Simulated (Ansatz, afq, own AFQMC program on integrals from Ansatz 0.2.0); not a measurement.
AFQMC on a folder of integrals that Ansatz 0.2.0 wrote.

```yaml
crystal:
  periodic: [false, false, false]
  atoms:
    - {symbol: Al, position_ang: [0.000000, 0.000000, 0.000000]}
    - {symbol: N, position_ang: [0.000000, 0.000000, 3.758000]}
basis:
  gaussian: {orbitals: 6-31G}
magnetization: {spin_polarized: false}
correlation: {method: ccsd_t, electrons: outside_noble_gas, hamiltonian_folder: ham}
```

```sh
$ ansatz run in.yaml --threads 1 --pin off --events-out ev --progress --plain --max-ram 16896MiB --backend cuda --devices 0, --max-vram 18GiB
```

afq runs on the folder ham with

```
--method phaseless --trial cisd --walkers 4000 --populations 20 --least-time 60 --time-step 0.005 --steps-per-block 50 --equilibration-blocks 40 --max-blocks 4000 --target-error 0.00034 --factor-cut 1e-05 --seed 3002 --release-times 0.24,0.51,0.99,1.62,2.4 --release-step 0.03 --release-every 3 --taylor-order 6
```

Times are imaginary, in 1/Eh. The walk had a cap of 122 s. With eight or more populations the least sampling time is a fifth of least-time, and the error comes from their spread.

```
orbitals 16  electrons 4 4  factors 74 of 270
reference energy -296.02487205 Eh
CCSD correlation -0.16841122 Eh in 27 cycles, weight of the determinant in the CISD state 0.6232
energy of the start -296.193283 Eh
 block  time / (1/Eh)  mean weight  energy / Eh
     1     0.250  0.9997  -296.190878
     2     0.500  0.9999  -296.190589
     3     0.750  1.0000  -296.191377
     4     1.000  0.9999  -296.191564
     5     1.250  1.0001  -296.192186
     9     2.250  0.9999  -296.194092
    21     5.250  0.9998  -296.195316
    37     9.250  0.9997  -296.197170
    53    13.250  1.0002  -296.196207
    65    16.250  0.9998  -296.198450
    69    17.250  1.0001  -296.198007
    85    21.250  1.0005  -296.197358
   101    25.250  1.0002  -296.194817
   117    29.250  1.0000  -296.196893
   133    33.250  0.9998  -296.193806
   149    37.250  0.9998  -296.196306
   157    39.250  1.0002  -296.195296
error from the spread of 20 populations
released: time / (1/Eh)  energy / Eh  error  mean overlap
  0.24  -296.197099  0.000309  1.0017
  0.51  -296.197669  0.000285  1.0013
  0.99  -296.199430  0.000275  1.0011
  1.62  -296.200671  0.000476  1.0040
  2.40  -296.200441  0.000755  1.0099
energy -296.195972 +/- 0.000275 Eh
(rows thinned)
```

**Question.** Estimate how long the walk took on 1 × NVIDIA H100 80GB HBM3 with 2 threads of AMD EPYC 7R13 Processor (Zen 3), on a shared host (the card was shared).

**Answer.** 27 s of wall time.

The run passed its tests (sampling time, drift between the halves within three errors, error under three times the target), which doesn't prove that it has relaxed.

Against this walk (error 7.5 meV) on the same determinant: CCSD(T) 337.1 meV lower, CCSDT(Q) 436.6 meV lower, CCSDTQ 397.5 meV lower, full CI 409.6 meV lower. The error is statistical and leaves out the bias of the constraint. The released energies are still falling (meV from the phaseless value at times in 1/Eh: -31 ± 8 at 0.24, -46 ± 8 at 0.51, -94 ± 7 at 0.99, -128 ± 13 at 1.62, -122 ± 21 at 2.40), so they give no level; they do show a bias of the constraint, and the last of them that isn't too noisy lies 282 meV above full CI. Full CI is exact here, so the walk's 410 meV above it is the walk's own error: the bias of the constraint with this trial. The determinant is a poor start (see the cautions), so the low cluster orders aren't to be relied on, and full CI is the sure value.

Cautions: constraint bias not in the error; higher spins were not checked; restricted determinant unstable towards unrestricted (UHF 3.85 eV lower, ⟨S²⟩ 2.00); strong correlation (T1 0.092, weight of the determinant 0.62, largest double 0.49); (T) is large, 9 % of the CCSD correlation; (Q) is large, 118 meV, so the cluster series hasn't closed; the CCSD(T) amplitudes may be one of several solutions (largest double 0.49); in a space of 8 electrons in 8 natural orbitals full CI finds another state of this spin 8 meV below the state of CCSD(T); the CCSDT(Q) amplitudes may be one of several solutions (largest double 0.83); the CCSDTQ amplitudes may be one of several solutions (largest double 0.90); in a space of 8 electrons in 8 natural orbitals full CI finds another state of this spin 5 meV below the state of CCSDTQ; the determinant fills πx and πy unequally, so it mixes two states of the linear molecule, and each level undoes that mixture to a different degree, while full CI gives the lower state, and by Hund's rule a triplet of that filling probably lies lower still; CCSDTQ on the UHF determinant differs (2.52 eV lower), perhaps since the unrestricted series falls towards higher spin.

CCSDT and higher add their correlation energy to the determinant of the CCSD(T) run, since their own runs factorise the integrals more tightly (a shift of under 2 meV).
